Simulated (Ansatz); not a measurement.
Relaxation of BH4 (5 atoms, charge 0, multiplicity 2), to a largest force component of 0.03 eV/Å in at most 50 steps.

Computed with UKS PBE0-D4/def2-SVP in Ansatz.

```xyz
5
Properties=species:S:1:pos:R:3
B 0.000 0.000 -0.363
H 0.000 0.000 2.034
H 1.085 0.000 -0.889
H -1.085 0.000 -0.889
H 0.000 0.000 2.756
```

Question: Where does it end, and by what steps?

Answer: The run converged. The force dipped under the threshold on the way, but the program's further checks kept it going. After 4 steps the energy has fallen by 0.084 eV; H5 moved furthest, 0.48 Å.

| step | energy less start (eV) | largest force component (eV/Å) | accepted |
| --- | --- | --- | --- |
| 0 | 0.0000 | 1.881 | yes |
| 1 | -0.0710 | 0.034 | yes |
| 2 | -0.0815 | 0.088 | yes |
| 3 | -0.0839 | 0.025 | yes |
| 4 | -0.0844 | 0.005 | yes |

```xyz
5
Properties=species:S:1:pos:R:3
B 0.000 0.000 -0.676
H 0.000 0.000 2.473
H 1.089 0.000 -1.191
H -1.089 0.000 -1.191
H 0.000 0.000 3.236
```

Whether the end is a true minimum wasn't checked by a vibrational analysis.

Time of the run: 3.6 s on 1 thread of Arm Neoverse V1 (shared host), peak memory 0.091 GiB.
